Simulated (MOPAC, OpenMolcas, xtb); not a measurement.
# How methods differ on CH2AlN (AlH2(CN))

CH2AlN has 5 atoms, charge 0, and is taken as a singlet. SMILES: `[H][Al]([H])[C]#N`. The shape comes from GFN2-xTB, which is rough for such elements, and wasn't checked as a minimum.

Quantity: the dipole moment, in D. The values are calculated.

| level | kind | program | value (D) | CPU time |
| --- | --- | --- | --- | --- |
| AM1 | semi-empirical | MOPAC | 3.04 | under 2 s |
| MNDO | semi-empirical | MOPAC | 2.94 | under 2 s |
| PM7 | semi-empirical | MOPAC | 1.54 | under 2 s |
| GFN0-xTB | semi-empirical | xtb | 3.70 | under 2 s |
| HF/ANO-S-MB | Hartree–Fock | OpenMolcas | 3.70 | 1.8 s |
| HF/STO-3G | Hartree–Fock | OpenMolcas | 3.58 | 1.8 s |
| HF/3-21G | Hartree–Fock | OpenMolcas | 3.24 | 2 s |
| HF/def2-SVP | Hartree–Fock | OpenMolcas | 3.36 | 2.9 s |
| HF/aug-cc-pVDZ | Hartree–Fock | OpenMolcas | 3.59 | 8.7 s |
| HF/def2-TZVP | Hartree–Fock | OpenMolcas | 3.53 | 18 s |

The values span 1.54 to 3.70 D. Sets without polarisation functions give poor dipoles. CPU times are rough (shared hosts, several kinds of processor): they show what a rung costs within a factor of a few.
